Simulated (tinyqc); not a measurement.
Worked calculation: ROHF in the sto-3g basis, for BH2, spin multiplicity 2. One step of it, computed by the program tinyqc.

Task: Iteration 1: diagonalisation and new density. Diagonalise F' = X^T F X, C = X C', fill 4 alpha and 3 beta electrons from the bottom; D(s) = C_occ C_occ^T. Each column has its largest component positive (the first on a tie).

effective F (hartree):
```
            1B 1s      1B 2s    1B 2px     1B 2py     1B 2pz      2H 1s      3H 1s
1B 1s   -6.363365  -1.926707  0.000000   0.000000   0.016500  -0.227222  -0.227222
1B 2s   -1.926707  -0.584671  0.000000   0.000000  -0.147739  -0.225886  -0.225886
1B 2px   0.000000   0.000000  0.526387   0.000000   0.000000   0.000000   0.000000
1B 2py   0.000000   0.000000  0.000000   0.188338   0.000000  -0.147527   0.147527
1B 2pz   0.016500  -0.147739  0.000000   0.000000   0.657770  -0.061425  -0.061425
2H 1s   -0.227222  -0.225886  0.000000  -0.147527  -0.061425  -0.047814  -0.029409
3H 1s   -0.227222  -0.225886  0.000000   0.147527  -0.061425  -0.029409  -0.047814
```

X:
```
                1          2          3         4          5          6         7
1B 1s   -0.435436   0.000000   0.715291  0.000000  -0.554825   0.000000  0.278902
1B 2s    0.985424   0.000000  -0.252652  0.000000  -0.227448   0.000000  0.517505
1B 2px   0.000000   0.000000   0.000000  1.000000   0.000000   0.000000  0.000000
1B 2py   0.000000   0.963855   0.000000  0.000000   0.000000   0.595543  0.000000
1B 2pz   0.355064   0.000000   0.649342  0.000000   0.688604   0.000000  0.180904
2H 1s   -0.633256  -0.701552  -0.260459  0.000000   0.206833   0.409105  0.357477
3H 1s   -0.633256   0.701552  -0.260459  0.000000   0.206833  -0.409105  0.357477
```

Give: F' = X^T F X; orbital energies; coefficients C; D(alpha) after iteration 1; D(beta) after iteration 1.

Result:

F' = X^T F X (hartree):
```
         1       2        3       4        5        6        7
1   0.1602  0.0000   0.8618  0.0000  -0.6905   0.0000   0.5417
2   0.0000  0.5559   0.0000  0.0000   0.0000   0.1256   0.0000
3   0.8618  0.0000  -2.1146  0.0000   2.7568   0.0000  -1.7208
4   0.0000  0.0000   0.0000  0.5264   0.0000   0.0000   0.0000
5  -0.6905  0.0000   2.7568  0.0000  -2.0246   0.0000   1.7718
6   0.0000  0.1256   0.0000  0.0000   0.0000  -0.0831   0.0000
7   0.5417  0.0000  -1.7208  0.0000   1.7718   0.0000  -1.5056
```

orbital energies (hartree): MO1 -6.3714, MO2 -0.1966, MO3 -0.1069, MO4 0.3552, MO5 0.5264, MO6 0.5797, MO7 0.7282

coefficients C:
```
            MO1      MO2      MO3      MO4     MO5      MO6      MO7
1B 1s    0.9891  -0.2012   0.0000  -0.2605  0.0000   0.0000   0.0127
1B 2s    0.0394   0.5640   0.0000   1.0171  0.0000   0.0000   0.0174
1B 2px   0.0000   0.0000   0.0000   0.0000  1.0000   0.0000   0.0000
1B 2py   0.0000   0.0000   0.4057   0.0000  0.0000   1.0579   0.0000
1B 2pz  -0.0001   0.1337   0.0000   0.0292  0.0000   0.0000   1.0178
2H 1s   -0.0056   0.4213   0.5326  -0.6429  0.0000  -0.6131  -0.2205
3H 1s   -0.0056   0.4213  -0.5326  -0.6429  0.0000   0.6131  -0.2205
```

D(alpha) after iteration 1:
```
          1B 1s    1B 2s  1B 2px   1B 2py   1B 2pz    2H 1s    3H 1s
1B 1s    1.0867  -0.3395  0.0000   0.0000  -0.0346   0.0772   0.0772
1B 2s   -0.3395   1.3541  0.0000   0.0000   0.1051  -0.4164  -0.4164
1B 2px   0.0000   0.0000  0.0000   0.0000   0.0000   0.0000   0.0000
1B 2py   0.0000   0.0000  0.0000   0.1646   0.0000   0.2160  -0.2160
1B 2pz  -0.0346   0.1051  0.0000   0.0000   0.0187   0.0375   0.0375
2H 1s    0.0772  -0.4164  0.0000   0.2160   0.0375   0.8744   0.3072
3H 1s    0.0772  -0.4164  0.0000  -0.2160   0.0375   0.3072   0.8744
```

D(beta) after iteration 1:
```
          1B 1s    1B 2s  1B 2px   1B 2py   1B 2pz    2H 1s    3H 1s
1B 1s    1.0188  -0.0745  0.0000   0.0000  -0.0270  -0.0903  -0.0903
1B 2s   -0.0745   0.3197  0.0000   0.0000   0.0754   0.2374   0.2374
1B 2px   0.0000   0.0000  0.0000   0.0000   0.0000   0.0000   0.0000
1B 2py   0.0000   0.0000  0.0000   0.1646   0.0000   0.2160  -0.2160
1B 2pz  -0.0270   0.0754  0.0000   0.0000   0.0179   0.0563   0.0563
2H 1s   -0.0903   0.2374  0.0000   0.2160   0.0563   0.4612  -0.1061
3H 1s   -0.0903   0.2374  0.0000  -0.2160   0.0563  -0.1061   0.4612
```
